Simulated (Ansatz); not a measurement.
# CH6N (doublet): from Hartree-Fock to the top rungs at distance N1–H4 along a hydrogen transfer = 1.404 Å, cc-pVDZ

How much of the correlation energy of CH6N (doublet) does each wave-function method recover here?

The runs use Ansatz 0.2.0, Gaussian basis; cc-pVDZ, core rule «outside noble gas», up to 2 orbitals frozen.

The runs, in order: UHF; CCSD(T) on ROHF; CCSD(T) on UHF; BCCD(T) on ROHF; CISD; CCSDT(Q) on ROHF; CCSDT(Q) on UHF; CASSCF and MRCISD+Q, 3 electrons in 3 orbitals; CASSCF and NEVPT2, 3 electrons in 3 orbitals.

## Step 1: The geometry

The geometry derives from fragments relaxed apart (PBE0/def2-TZVP) and kept rigid, so it is no stationary point. A hydrogen atom is moved between rigid fragments.

8 atoms, charge 0, spin multiplicity 2.

Atoms are counted from 1 here; the program's logs count them from 0.

Bond lengths: N1–H2 1.012 Å, N1–H3 1.012 Å, H4–C5 1.246 Å, C5–H6 1.080 Å, C5–H7 1.080 Å, C5–H8 1.080 Å. Angles: H2–N1–H3 107.1°, H4–C5–H6 90.0°, H4–C5–H7 90.0°, H4–C5–H8 90.0°, H6–C5–H7 120.0°, H6–C5–H8 120.0°, H7–C5–H8 120.0°.

## Step 2: UHF

in.yaml reads:

```yaml
crystal:
  periodic: [false, false, false]
  atoms:
    - {symbol: N, position_ang: [-1.267965, -0.017777, -0.027670]}
    - {symbol: H, position_ang: [-1.565245, 0.950057, -0.027670]}
    - {symbol: H, position_ang: [-1.565244, -0.420076, 0.852589]}
    - {symbol: H, position_ang: [0.136035, -0.017777, -0.027670]}
    - {symbol: C, position_ang: [1.382035, -0.017777, -0.027670]}
    - {symbol: H, position_ang: [1.382035, -1.097799, -0.027670]}
    - {symbol: H, position_ang: [1.382035, 0.522234, 0.907657]}
    - {symbol: H, position_ang: [1.382035, 0.522234, -0.962998]}
basis:
  gaussian: {orbitals: cc-pVDZ}
magnetization: {spin_polarized: true, initial_magnetization: 1}
hamiltonian: {xc: hf}
output: {orbitals: {seedname: orbitals}}
```

Run with:

```
$ ansatz run in.yaml --threads 1 --pin off --events-out ev --progress --plain --max-ram 2816MiB --backend cpu
```

After this run come: CCSD(T) on ROHF; CCSD(T) on UHF; BCCD(T) on ROHF; CISD; CCSDT(Q) on ROHF; CCSDT(Q) on UHF; CASSCF and MRCISD+Q, 3 electrons in 3 orbitals; CASSCF and NEVPT2, 3 electrons in 3 orbitals.

Q: Predict the results of all the runs planned. Wanted: UCCSDT(Q) below the RHF energy; RMP2 from UCCSDT(Q); UMP2 from UCCSDT(Q); RCCSD from UCCSDT(Q); RCCSD(T) from UCCSDT(Q); UCCSD(T) from UCCSDT(Q); RCCSDT(Q) from UCCSDT(Q); NEVPT2 pair from UCCSDT(Q); MRCISD+Q pair from UCCSDT(Q).

As calculated:

```
                         quantity                                                   value
   UCCSDT(Q) below the RHF energy                                             -10.6429 eV
              RMP2 from UCCSDT(Q)                                             +1368.2 meV
              UMP2 from UCCSDT(Q)                                             +1402.9 meV
             RCCSD from UCCSDT(Q)                                              +305.5 meV
          RCCSD(T) from UCCSDT(Q)                                               +42.8 meV
          UCCSD(T) from UCCSDT(Q)                                               +43.3 meV
         RCCSDT(Q) from UCCSDT(Q)                                                +0.6 meV
       NEVPT2 pair from UCCSDT(Q)                                             +1266.8 meV
     MRCISD+Q pair from UCCSDT(Q)                                              +178.1 meV
levels within 1 kcal/mol (43 meV)  RCCSD(T), UCCSD(T), BCCD(T), RCCSDT, UCCSDT, RCCSDT(Q)
                    T1 diagnostic                                                   0.031
```

What this shows: RCCSD(T) misses by +42.8 meV, 0.4 % of the correlation energy. Of the multireference levels listed MRCISD+Q pair comes nearest in total energy (+178.1 meV), which doesn't show that its space is the better one. These misses are within one basis, not against nature; the frozen cores of restricted and unrestricted runs differ, which can shift their rows.
